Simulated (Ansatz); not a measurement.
**CHN (singlet): the correlation ladder at distance N1–C2 = 2.149 Å, 6-31G**

How much of the correlation energy of CHN (singlet) does each wave-function method recover here?

Method: 6-31G, core rule «outside noble gas», up to 2 orbitals frozen; program: Ansatz 0.2.0, Gaussian basis.

Plan: UHF; CCSD(T) on RHF; CCSD(T) on UHF; BCCD(T) on RHF; CISD; CCSDT(Q) on RHF; CCSDT(Q) on UHF; CISDTQ; CCSDTQ on RHF; CASSCF and MRCISD+Q, 2 electrons in 2 orbitals; CASSCF and NEVPT2, 2 electrons in 2 orbitals; CASSCF and MRCISD+Q, 10 electrons in 9 orbitals; CASSCF and NEVPT2, 10 electrons in 9 orbitals; Full CI.

27 further runs of the same task are left out: 1 for a known fault of the program, 23 that didn't finish, 3 set aside as unsound or not needed.

## Step 1: The geometry

The geometry derives from a PBE0/def2-TZVP stationary point (not a proven minimum). One bond is set to the value named and the two fragments are kept rigid.

3 atoms, charge 0, spin multiplicity 1.

Atoms are counted from 1 here; the program's logs count them from 0.

Bond lengths: C2–H3 1.069 Å.

As a file:

```csv
atom,x (Å),y (Å),z (Å)
N1,0.00000,0.00000,1.78891
C2,0.00000,0.00000,-0.36009
H3,0.00000,0.00000,-1.42882
```

## Step 2: UHF

in.yaml reads:

```yaml
crystal:
  periodic: [false, false, false]
  atoms:
    - {symbol: N, position_ang: [0.000000, 0.000000, 1.788908]}
    - {symbol: C, position_ang: [0.000000, 0.000000, -0.360092]}
    - {symbol: H, position_ang: [0.000000, 0.000000, -1.428817]}
basis:
  gaussian: {orbitals: 6-31G}
magnetization: {spin_polarized: true, initial_magnetization: 0}
hamiltonian: {xc: hf}
output: {orbitals: {seedname: orbitals}}
```

Launch:

```sh
ansatz run in.yaml --threads 1 --pin off --events-out ev --progress --plain --max-ram 2393MiB
```

After this run come: CCSD(T) on RHF; CCSD(T) on UHF; BCCD(T) on RHF; CISD; CCSDT(Q) on RHF; CCSDT(Q) on UHF; CISDTQ; CCSDTQ on RHF; CASSCF and MRCISD+Q, 2 electrons in 2 orbitals; CASSCF and NEVPT2, 2 electrons in 2 orbitals; CASSCF and MRCISD+Q, 10 electrons in 9 orbitals; CASSCF and NEVPT2, 10 electrons in 9 orbitals; Full CI.

**Question.** What will the summary of the whole plan be? Wanted: FCI below the RHF energy; RMP2 from FCI; UMP2 from FCI; RCCSD from FCI; RCCSD(T) from FCI; UCCSD(T) from FCI; RCCSDT(Q) from FCI; UCCSDT(Q) from FCI; NEVPT2 valence from FCI.

**Answer**, as computed:

| quantity | value |
| --- | --- |
| FCI below the RHF energy | -10.4585 eV |
| RMP2 from FCI | +80.09 kcal/mol |
| UMP2 from FCI | +27.45 kcal/mol |
| RCCSD from FCI | +45.30 kcal/mol |
| RCCSD(T) from FCI | -23.67 kcal/mol |
| UCCSD(T) from FCI | +5.92 kcal/mol |
| RCCSDT(Q) from FCI | +8.00 kcal/mol |
| UCCSDT(Q) from FCI | +2.69 kcal/mol |
| NEVPT2 valence from FCI | +12.13 kcal/mol |
| MRCISD+Q valence from FCI | +0.54 kcal/mol |
| levels within 1 kcal/mol (43 meV) | MRCISD+Q valence |
| T1 diagnostic | 0.219 |
| effectively unpaired electrons | 3.67 |

RCCSD(T) misses by -23.67 kcal/mol, 9.8 % of the correlation energy. CCSD(T) misses by -23.67 kcal/mol on the restricted determinant and by +5.92 kcal/mol on the unrestricted one; the two need not hold the same state or core. RCCSD(T), BCCD(T), RCCSDT, RCCSDTQ fall below full CI, which methods that aren't variational can do. The occupations show strong static correlation (3.7 unpaired electrons where one determinant has 0). Of the multireference levels listed MRCISD+Q valence comes nearest in total energy (+0.54 kcal/mol), which doesn't show that its space is the better one. Coupled cluster took another determinant than the lowest Hartree-Fock one. These misses are within one basis, not against nature.
